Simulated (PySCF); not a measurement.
Name the molecule from its bond curve

A diatomic of charge +1 contains F. Its triplet curve at MN15 in a triple-zeta basis (no relativity, PySCF), in eV from the separated fragments:

(R (Å), E (eV)): (1.296, -2.546), (1.356, -3.434), (1.417, -3.904), (1.462, -4.056), (1.507, -4.081), (1.552, -4.009), (1.613, -3.802), (1.688, -3.427), (1.778, -2.880), (1.899, -2.102)

The fit gives ωe = 1080 cm⁻¹ and the rotational constant Bₑ = 0.6336 cm⁻¹.

Question: Which atom is the partner?

Answer: The minimum lies at 1.494 Å, so the reduced mass is 16.8576 u Å² cm⁻¹/(Bₑ·Re²) = 11.92 u. With F at 19.00 u the partner weighs about 32.0 u: S. The molecule is SF⁺.

The state was picked by a PBE0 search and need not be the measured ground state.
